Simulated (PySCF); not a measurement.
hydrazine (H4N2), SMILES NN. Atoms are numbered in the order given.

```xyz
6

N      0.7083     0.0978     0.0736
N     -0.7083    -0.0978     0.0736
H      1.1441    -0.7816     0.3186
H      1.0600     0.3861    -0.8341
H     -1.1441     0.7816     0.3186
H     -1.0600    -0.3861    -0.8341
```
Charge 0, spin multiplicity 1.

Geometry optimised at B3LYP-D3(BJ)/def2-TZVP.

Computed with PySCF with TDDFT-PBE/def2-TZVPD.

Vertical excitations. Gas-phase values at a fixed geometry. State labels are in the subgroup C2.

| state | symmetry | energy (eV) | λ (nm) | f | main pairs |
|---|---|---|---|---|---|
| S1 | A | 5.41 | 229 | 0.007 | HOMO→LUMO 100 % |
| S2 | B | 5.49 | 226 | 0.013 | HOMO−1→LUMO 100 % |
| S3 | B | 6.22 | 199 | 0.038 | HOMO→LUMO+1 99 % |
| S4 | A | 6.29 | 197 | 0.037 | HOMO−1→LUMO+1 100 % |
| S5 | A | 7.21 | 172 | 0.001 | HOMO→LUMO+2 98 % |
| S6 | B | 7.37 | 168 | 0.029 | HOMO−1→LUMO+2 94 % |
| S7 | B | 7.45 | 166 | 0.066 | HOMO→LUMO+3 94 % |
| S8 | A | 7.52 | 165 | 0.007 | HOMO−1→LUMO+3 98 % |
| S9 | B | 8.80 | 141 | 0.006 | HOMO→LUMO+4 99 % |
| S10 | A | 8.87 | 140 | 0.007 | HOMO−1→LUMO+4 93 % |
| T1 | A | 5.19 | 239 | 0 | HOMO→LUMO 99 % |
| T2 | B | 5.25 | 236 | 0 | HOMO−1→LUMO 99 % |
| T3 | B | 5.90 | 210 | 0 | HOMO→LUMO+1 99 % |
| T4 | A | 6.02 | 206 | 0 | HOMO−1→LUMO+1 99 % |
Triplets are in the Tamm–Dancoff approximation, which puts them higher than full response would, so one can lie above its singlet here.
